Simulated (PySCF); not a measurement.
Isomers of C3H6OS. Computed with PBE0-D3(BJ)/def2-SVP geometry optimisation, gas phase in PySCF. One conformer each; no zero-point energy, no entropy. No frequencies were run at this level. Point groups hold within 0.08 Å.

Question: Rank from lowest to highest electronic energy at this level (kcal/mol).
A. `[CH3:1][O:2][C@H:3]1[CH2:4][S:5]1` with C1–O2–C3–C4 -153°
B. `[CH3:1][O:2][C:3]([CH3:4])=[S:5]` with C1–O2–C3–C4 1°

Answer: B (0.0), A (8.5).

As drawn, the lower has a C=S bond, which the higher lacks; the higher has a three-membered ring, which the lower lacks.

| SMILES | E (Eh) | E rel (kcal/mol) | dipole (D) | point group | A, B, C (MHz) |
| --- | --- | --- | --- | --- | --- |
| COC(C)=S | -590.69891 | 0.0 | 4.69 | Cs | 8083, 2706, 2081 |
| CO[C@H]1CS1 | -590.68541 | 8.5 | 1.62 | C1 | 8638, 2917, 2376 |

Q: How do the relative energies change in single points at PBE0/pcSseg-2 (no added dispersion term) on the same geometries?

A: 
| SMILES | PBE0-D3(BJ)/def2-SVP (kcal/mol) | PBE0/pcSseg-2 (kcal/mol) | shift |
| --- | --- | --- | --- |
| COC(C)=S | 0.0 | 0.0 | 0.0 |
| CO[C@H]1CS1 | 8.5 | 7.1 | -1.4 |

Each column counts from its own lowest isomer. The order is unchanged; the largest shift is 1.4 kcal/mol.
